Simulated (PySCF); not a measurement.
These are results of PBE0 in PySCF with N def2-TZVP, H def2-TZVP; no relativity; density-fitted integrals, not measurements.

Each entry is the lowest minimum that a search over a few typed start shapes (and spin states, where more than one is plausible) found, or that minimum re-optimised at the stated level; isomers with ligand–ligand bonds, or fragments after loss of a ligand pair, can lie lower. Open shells are unrestricted.

NH4 is a doublet of Td symmetry with N–H 1.053 Å (×4); H–N–H 109.5° (×6). Its wavenumbers are 1188 (×3), 1500 (×2), 2649 (×3), 2888 cm⁻¹.

Problem. What changes when one electron is removed, giving NH₄⁺?

Solution. It costs 4.12 eV between the minima (4.39 eV with zero-point energy). NH₄⁺ is a singlet of Td symmetry with N–H 1.024 Å (×4); H–N–H 109.5° (×6); wavenumbers 1481 (×3), 1722 (×2), 3398, 3508 (×3) cm⁻¹.
